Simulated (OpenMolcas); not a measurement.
**CH4BS (SMILES [BH]SC) at 6 levels**

Aim: a comparison of 6 runs (UHF/3-21G, UHF/6-31+G*, UHF/def2-SVP, UB3LYP/STO-3G, UBP86/def2-TZVP, ROMP2/pc-1) of CH4BS. 

The results are computed with OpenMolcas 26.06.

7 further runs of the same task are left out: 7 set aside as unsound or not needed.

### Step 1. The molecule

CH4BS: 7 atoms, total charge 0, spin state doublet. SMILES: `[BH]SC`. Geometry: relaxed at GFN2-xTB. This is one conformer, not always the lowest.

Bond lengths: B1–S2 1.700 Å, S2–C3 1.866 Å, B1–H4 1.157 Å, C3–H5 1.084 Å, C3–H6 1.084 Å, C3–H7 1.084 Å. Angles: B1–S2–C3 105.5°, S2–B1–H4 128.1°, S2–C3–H5 108.9°, S2–C3–H6 109.2°, S2–C3–H7 106.8°, H5–C3–H6 110.8°, H5–C3–H7 110.4°, H6–C3–H7 110.6°.

### Step 2. Energy and gradient at UHF/3-21G (run 1)

File calc.inp:

```
&gateway
 baslib=$CurrDir
 coord
 7
 angstrom
 B       -1.704520      -0.370370      -0.327470
 S       -0.280580      -0.951870       0.395930
 C        1.000390       0.374800       0.113830
 H       -2.739450      -0.884260      -0.381960
 H        1.216570       0.433990      -0.947150
 H        0.621480       1.320500       0.483530
 H        1.886100       0.077210       0.663290
 basis=3-21G
 group=NoSym

&seward

&scf
 uhf
 spin=2
 thresholds=1e-10 1e-07 1e-07 1e-05
 prorbitals=1 2

&alaska
```

The basis set 3-21G is read from a file made from the Basis Set Exchange's data (not shown).

Started as:

```
$ export MOLCAS_MEM=1860
$ pymolcas calc.inp > calc.log
```

The log of the run:

```text
--- Start Module: gateway ---
[...]
--- Stop Module: gateway /rc=_RC_ALL_IS_WELL_ ---
[...]
      Basis functions           39
[...]
--- Start Module: scf ---
[...]
       Convergence after  17 Iterations
[...]
::    Total SCF energy                               -460.0247611178
[...]
      Total spin, S                                     0.5054572411
[...]
      Total electronic charge=   31.000000
      Total            charge=   -0.000000
[...]
      Dipole Moment (debye):
      Origin of the operator (angstrom)=   -0.2498   -0.4924    0.1734
                   X=  1.0263E+00               Y=  1.3086E+00               Z= -3.5465E-01           Total=  1.7005E+00
      Quadrupole Moment (debye*angstrom):
[...]
--- Stop Module: scf /rc=_RC_ALL_IS_WELL_ ---
--- Start Module: alaska ---
[...]
 *              Molecular gradients               *
 **************************************************
  Irreducible representation: a
 ------------------------------------------------------------------------------------------
                              X                       Y                       Z
 ------------------------------------------------------------------------------------------
  B1                2.88519695191791E-02   -2.39192882282593E-02    2.05802197762370E-02
  S2               -2.90022854480791E-02    2.59071196944625E-02   -2.19251371711531E-02
  C3               -1.19890265768090E-02   -1.15300308512887E-02    3.06165154822058E-03
  H4                1.00225751565346E-02    7.44661820413373E-03   -5.98140290178739E-04
  H5                5.16443515578446E-04   -3.51600630472015E-04   -5.17884023336102E-03
  H6               -2.44429630350518E-03    3.86079269364803E-03    1.77414573942336E-03
  H7                4.04462013711493E-03   -1.41361088221426E-03    2.28610063080770E-03
 ------------------------------------------------------------------------------------------
--- Stop Module: alaska /rc=_RC_ALL_IS_WELL_ ---
[...]
```

Run time: 2.4 s. Hardware: 1 thread of Arm Neoverse V1, shared host; peak memory 0.37 GiB.

### Step 3. Energy and gradient at UHF/6-31+G(d) (spherical functions) (run 2)

File coord.xyz:

```xyz
7

B     -1.704520    -0.370370    -0.327470
S     -0.280580    -0.951870     0.395930
C      1.000390     0.374800     0.113830
H     -2.739450    -0.884260    -0.381960
H      1.216570     0.433990    -0.947150
H      0.621480     1.320500     0.483530
H      1.886100     0.077210     0.663290
```

File run.inp:

```
* CH4BS Hartree-Fock
&GATEWAY
BasLib=$CurrDir
Coord=coord.xyz
Basis=6-31pGs
Group=NoSym
&SEWARD
&SCF
UHF
Spin=2
Thresholds=1e-10 1e-07 1e-07 1e-05
PrOrbitals=1 1
&ALASKA
```

The basis set 6-31+G* is read from a file made from the Basis Set Exchange's data (not shown).

Started as:

```
$ export MOLCAS_MEM=1860
$ pymolcas run.inp > run.log
```

The log of the run:

```text
--- Start Module: gateway ---
[...]
--- Stop Module: gateway /rc=_RC_ALL_IS_WELL_ ---
[...]
      Basis functions           66
[...]
--- Start Module: scf ---
[...]
       Convergence after  17 Iterations
[...]
::    Total SCF energy                               -462.3446528012
[...]
      Total spin, S                                     0.5057229128
[...]
      Total electronic charge=   31.000000
      Total            charge=   -0.000000
[...]
      Dipole Moment (debye):
      Origin of the operator (angstrom)=   -0.2498   -0.4924    0.1734
                   X=  1.1920E+00               Y=  9.8961E-01               Z= -1.4324E-01           Total=  1.5558E+00
      Quadrupole Moment (debye*angstrom):
[...]
--- Stop Module: scf /rc=_RC_ALL_IS_WELL_ ---
[...]
--- Start Module: alaska ---
[...]
 *              Molecular gradients               *
 **************************************************
  Irreducible representation: a
 ------------------------------------------------------------------------------------------
                              X                       Y                       Z
 ------------------------------------------------------------------------------------------
  B1                1.42629156652667E-02   -1.99728160129973E-02    1.42948460255514E-02
  S2               -3.43688147671188E-02    3.76113986338922E-03   -1.25862117621107E-02
  C3                1.01064601190970E-02    8.45437137186966E-03   -2.17529741531663E-04
  H4                1.09309723096591E-02    7.66735705282096E-03   -4.59663809987187E-04
  H5               -3.54546298004133E-04   -9.92981961263628E-04   -3.92647968827564E-03
  H6               -2.57861340861587E-03    2.47238934759775E-03    1.40534291844263E-03
  H7                2.00162637970314E-03   -1.38945966142368E-03    1.48969605791849E-03
 ------------------------------------------------------------------------------------------
--- Stop Module: alaska /rc=_RC_ALL_IS_WELL_ ---
[...]
```

Wall time 5.4 s (1 thread of Arm Neoverse V1, shared host); peak memory 0.41 GiB.

Runs 3 to 5 aren't shown in full; the table further down has their settings and results.

### Step 4. The energy at ROMP2/pc-1 (run 6)

File run.inp:

```
&GATEWAY
 Coord
 7
 angstrom
 B       -1.704520      -0.370370      -0.327470
 S       -0.280580      -0.951870       0.395930
 C        1.000390       0.374800       0.113830
 H       -2.739450      -0.884260      -0.381960
 H        1.216570       0.433990      -0.947150
 H        0.621480       1.320500       0.483530
 H        1.886100       0.077210       0.663290
 Basis=pc-1
 Group=NoSym

&SEWARD

&SCF
 UHF
 Spin=2
 PrOrbitals=1 2

&RASSCF
 FileOrb=$Project.UnaOrb
 Spin=2
 Nactel=1 0 0
 Inactive=15
 Ras2=1
 OutOrbitals=Canonical
 OrbListing=Nothing

&CASPT2
 IPEA=0.0
 Frozen=7
```

Started as:

```
$ export MOLCAS_MEM=1860
$ pymolcas run.inp > run.log
```

The log of the run:

```text
--- Start Module: gateway ---
[...]
--- Stop Module: gateway /rc=_RC_ALL_IS_WELL_ ---
[...]
      Basis functions           66
[...]
       Convergence after  14 Iterations
[...]
::    Total SCF energy                               -462.3305006821
[...]
      Total spin, S                                     0.5054016929
[...]
--- Start Module: rasscf ---
[...]
      Number of active orbitals                  1
[...]
      Spin quantum number                      0.5
[...]
      Active orbitals                            1
[...]
      Number of CSFs                             1
[...]
      Number of root(s) required                 1
[...]
      Convergence after  8 iterations
[...]
      printout of CI-coefficients larger than  0.05 for root  1
      energy=    -462.328522
      conf/sym  1     Coeff  Weight
             1  u   1.00000 1.00000
      Natural orbitals and occupation numbers for root  1
      sym 1:   1.000000
      ************************************************************************************************************************
      *                                                    Final results                                                     *
[...]
::    RASSCF root number  1 Total energy:   -462.32852228
[...]
      Total electronic charge=   31.000000
      Total            charge=   -0.000000
[...]
      Dipole Moment (debye):
      Origin of the operator (angstrom)=   -0.2498   -0.4924    0.1734
                   X=  1.1518E+00               Y=  1.0300E+00               Z= -1.7042E-01           Total=  1.5545E+00
      Quadrupole Moment (debye*angstrom):
[...]
--- Stop Module: rasscf /rc=_RC_ALL_IS_WELL_ ---
[...]
--- Start Module: caspt2 ---
[...]
 ###    WARNING: User changed nr of frozen orbitals.                         ###
 ###############################################################################
[...]
      E2 (Variational):          -0.3431093649
      Total energy:            -462.6716316475
[...]
      Reference weight:           0.87886
[...]
::    CASPT2 Root  1     Total energy:   -462.67163165
[...]
--- Stop Module: caspt2 /rc=_RC_ALL_IS_WELL_ ---
[...]
```

Wall time 5.7 s (1 thread of Arm Neoverse V1, shared host); peak memory 0.41 GiB.

### Step 5. The series

| run | level | integration grid | task | energy (Eh) | dipole moment (D) | HOMO energy (eV) | LUMO energy (eV) | wall time |
| --- | --- | --- | --- | --- | --- | --- | --- | --- |
| 1 | UHF/3-21G | – | gradient | -460.024761 | 1.70 | -8.82 | 2.34 | 2.4 s |
| 2 | UHF/6-31+G* (spherical functions) | – | gradient | -462.344653 | 1.56 | -8.75 | 1.24 | 5.4 s |
| 3 | UHF/def2-SVP | – | gradient | -462.189484 | 1.55 | -8.73 | 2.38 | 4.8 s |
| 4 | UB3LYP/STO-3G | UltraFine | gradient | -458.295451 | 1.48 | -2.36 | 2.50 | 12 s |
| 5 | UBP86/def2-TZVP | UltraFine | gradient | -463.568385 | 1.63 | -4.60 | -2.72 | 92 s |
| 6 | ROMP2/pc-1 | – | energy | -462.671632 | – | – | – | 5.7 s |

### Step 6. Results

| quantity | value |
| --- | --- |
| run 6: total energy | -462.67163 Eh |

**Reading.** Over runs 1, 2, 3, 4, 5 the dipole moment (its size) runs from 1.48 D (UB3LYP/STO-3G) to 1.70 D (UHF/3-21G). The two ends differ in method and basis. Totals of different functionals can't be ranked against each other. In run 4 the basis is minimal, so the values are rough. All runs together took 2 min, the longest 92 s.
